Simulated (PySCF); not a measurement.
# Atomic charges by several schemes

Species: 3,3-dimethyl-1-butene, C6H12.
Numbering: `[CH2:1]=[CH:2][C:3]([CH3:4])([CH3:5])[CH3:6]` (hydrogens: H7, H8 on C1; H9 on C2; H10, H11, H12 on C4; H13, H14, H15 on C5; H16, H17, H18 on C6)

Geometry (GFN2-xTB, Å), atoms numbered from 1 in this order:
```
atom  x, y, z in Å
C1     1.9179   -1.1350    0.5070
C2     1.1205   -0.5571   -0.3708
C3    -0.1964    0.1244   -0.1045
C4    -0.0801    1.5795   -0.5781
C5    -1.2756   -0.5932   -0.9267
C6    -0.5872    0.1025    1.3728
H7     2.8438   -1.5954    0.2035
H8     1.6967   -1.1797    1.5592
H9     1.4052   -0.5481   -1.4166
H10   -1.0238    2.1016   -0.4359
H11    0.1800    1.6209   -1.6336
H12    0.6913    2.1001   -0.0145
H13   -1.3632   -1.6311   -0.6119
H14   -2.2400   -0.1082   -0.7921
H15   -1.0277   -0.5757   -1.9859
H16   -0.6847   -0.9196    1.7308
H17    0.1571    0.6162    1.9767
H18   -1.5428    0.6044    1.5089
```

Density: PBE0/pcSseg-1 (PySCF); schemes: Mulliken, IAO, Hirshfeld and ESP-fitted. Geometry: GFN2-xTB; no solvent, vibrations or thermal averaging.

Task: Give the atomic charges in each scheme.

Result: In e:

```csv
atom,environment,Mulliken,IAO,Hirshfeld,ESP-fitted
C1,terminal =CH2 carbon,-0.139,-0.334,-0.111,-0.461
C2,alkene CH carbon,-0.096,-0.129,-0.033,-0.264
C3,allylic carbon,-0.610,+0.051,+0.027,+0.754
C4,methyl carbon,-0.149,-0.412,-0.118,-0.560
C5,methyl carbon,-0.149,-0.412,-0.118,-0.566
C6,methyl carbon,-0.160,-0.417,-0.118,-0.606
H7,vinylic hydrogen,+0.112,+0.150,+0.043,+0.191
H8,vinylic hydrogen,+0.109,+0.142,+0.042,+0.182
H9,vinylic hydrogen,+0.089,+0.135,+0.041,+0.141
H10,methyl hydrogen,+0.106,+0.135,+0.039,+0.130
H11,methyl hydrogen,+0.105,+0.134,+0.038,+0.119
H12,methyl hydrogen,+0.114,+0.140,+0.037,+0.131
H13,methyl hydrogen,+0.114,+0.140,+0.037,+0.132
H14,methyl hydrogen,+0.106,+0.135,+0.039,+0.131
H15,methyl hydrogen,+0.105,+0.134,+0.038,+0.121
H16,methyl hydrogen,+0.115,+0.137,+0.038,+0.145
H17,methyl hydrogen,+0.115,+0.137,+0.038,+0.144
H18,methyl hydrogen,+0.111,+0.137,+0.040,+0.135
```

Mean size of the charges over all atoms: ESP-fitted 0.273 e, IAO 0.189 e, Mulliken 0.145 e, Hirshfeld 0.055 e. Each set sums to the total charge, 0, to within 0.001 e. The IAO scheme projects the occupied orbitals on a minimal set of polarised atomic orbitals and counts the electrons in each atom's part of it. The Hirshfeld scheme divides the density at each point in proportion to the densities of the neutral, spherically averaged free atoms.

Lowest charge. The schemes don't all agree: Mulliken C3 (-0.610); IAO C6 (-0.417); Hirshfeld C4, C5 and C6 (-0.118); ESP-fitted C6 (-0.606).

Highest charge. The schemes don't all agree: Mulliken H16 and H17 (+0.115); IAO H7 (+0.150); Hirshfeld H7 (+0.043); ESP-fitted C3 (+0.754).

Task: Sum the charges by element.

Result: 
| element | atoms | Mulliken | IAO | Hirshfeld | ESP-fitted |
| --- | --- | --- | --- | --- | --- |
| C | 6 | -1.302 | -1.655 | -0.470 | -1.703 |
| H | 12 | +1.302 | +1.655 | +0.470 | +1.703 |

Task: How many electrons does the Hirshfeld scheme count on C3?

Result: Z − q = 6 − (+0.027) = 5.973.

These values come from a run that also computed NMR shieldings. On Arm Neoverse V1, one thread, shared host, this took 19 s wall.
